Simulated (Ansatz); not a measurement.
A run of Ansatz (development build ahead of 0.2.0) on doublet CN at this shape:

```xyz
2

C     0.0000    0.0000   -0.5743
N     0.0000    0.0000    0.5743
```

Its results:

```json
{"Converged": "yes", "Reference energy": "-92.14080 hartree", "Correlation energy": "-0.21686 hartree", "Total energy": "-92.35766 hartree"}
```

(1) Which input gives this output? Name the method, the orbitals and the basis set, and write the input.

Results:

(1) ROHF-CCSD(T) in 6-31G.

```yaml
crystal:
  periodic: [false, false, false]
  atoms:
    - { symbol: C, position_ang: [0.0, 0.0, -0.57428] }
    - { symbol: "N", position_ang: [0.0, 0.0, 0.57428] }
basis:
  gaussian: { orbitals: "6-31G" }
magnetization:
  initial_magnetization: 1
hamiltonian:
  xc: hf
correlation:
  method: ccsd_t
  frozen_orbitals: { C: 1, "N": 1 }
```
